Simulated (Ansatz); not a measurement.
**A barrier at the coupled-cluster level**

Start structure (SiH5ClO, closed shell), relaxed at PBE0-D4/def2-TZVP:

Si1  (-0.648, -0.038, -0.785)
H2  (0.519, 0.802, -1.134)
H3  (-0.295, -1.459, -0.605)
H4  (-1.434, 0.519, 0.336)
Cl5  (-1.899, 0.036, -2.442)
H6  (1.866, -0.356, 1.254)
O7  (0.944, -0.159, 1.434)
H8  (0.947, 0.656, 1.943)
(Å)

The step: SiH₃Cl ([SiH3][Cl]) + H₂O → SiH₃ClO ([OH][SiH2][Cl]) + H₂; bonds formed: Si1–O7, H2–H6; bonds broken: Si1–H2, H6–O7. Program: Ansatz 0.2.0. Basis: def2-TZVPP and def2-QZVPP. Cores are frozen in the correlated methods. Extrapolation: Hartree–Fock as exp(−7.88 √X), correlation as X^−2.97. Energies below are by CCSD(T) at an estimated basis limit (MP2 extrapolated from triple and quadruple zeta, plus CCSD(T) − MP2 in triple zeta).

Q: What are the electronic barrier and the energy of the step, from the start structure to the end structure? (An estimate is asked for; the value comes from the calculation.)

A: The calculation gives: Barrier 1.797 eV; step energy -0.715 eV (downhill); reverse barrier, their difference, 2.512 eV. Barrier and step energy count from the start structure, the reverse barrier from the end structure.

The saddle point: One imaginary mode of 1324i cm⁻¹.
```csv
pair,start (Å),saddle (Å),end (Å)
Si1–O7,2.73,1.86,1.63
H2–H6,2.98,1.10,0.75
Si1–H2,1.48,1.71,4.41
H6–O7,0.96,1.15,2.64
```

Zero-point energy (harmonic, PBE0-D4): ZPE is 1.362 eV at the start and 1.289 eV at the saddle, so the barrier goes from 1.797 to 1.723 eV.

The T1 diagnostic stays at or below 0.011.

Labels in which every atom is bracketed show which atoms are joined, not bond orders.

For scale, one of the runs: CCSD(T)/def2-TZVPP, 185 basis functions, launched by `ansatz run in.yaml --threads 2 --pin off --events-out ev --progress --plain --max-ram 4352MiB`. Hardware: 2 CPU threads of an Arm Neoverse V1, shared host. Wall time 39 s; peak host memory 1.8 GiB.
